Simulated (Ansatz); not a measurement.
# bcc Ba

Calculation: LC-ωPBE in Ansatz (plane waves, PAW).

Settings: plane-wave cutoff 460 eV, 10×10×10 k mesh, Fermi–Dirac smearing 0.05 eV, scalar-relativistic PAW data made under PBE.

Cell: relaxed at this level.

```json
{
  "equilibrium_volume_per_atom": "74.08 Å³/atom",
  "bulk_modulus": "8.35 GPa",
  "lattice_parameter_a": "5.291 Å"
}
```

Measured, for comparison: equilibrium volume per atom 62.31 Å³/atom (low-temperature or extrapolated to 0 K; zero-point anharmonic expansion removed; as tabulated in Csonka et al. (2009), arXiv:0903.4037); bulk modulus 9.34 GPa (corrected for temperature and zero-point phonon effects, our sources range from 9.34 to 10.6; as tabulated in Levämäki et al. (2014), arXiv:1402.3671); lattice constant a 4.995 Å (low-temperature or extrapolated to 0 K; zero-point anharmonic expansion removed, our sources range from 4.995 to 5.004; as tabulated in Csonka et al. (2009), arXiv:0903.4037). Computed (rounded) less measured: equilibrium volume per atom +18.9 %, bulk modulus -11 % (-11 % to -21 % over the range), lattice constant a +5.9 % (+5.7 % to +5.9 % over the range).

Note: the cell is over a tenth larger than the published one: the level's own overestimate first of all, though another phase or state, or a fault of the published cell, is possible.

Spin–orbit coupling is not included.

The computed numbers hold no vibrational or temperature effects.

Computing time: very roughly 70 core-minutes.

Ansatz is a first-principles code.
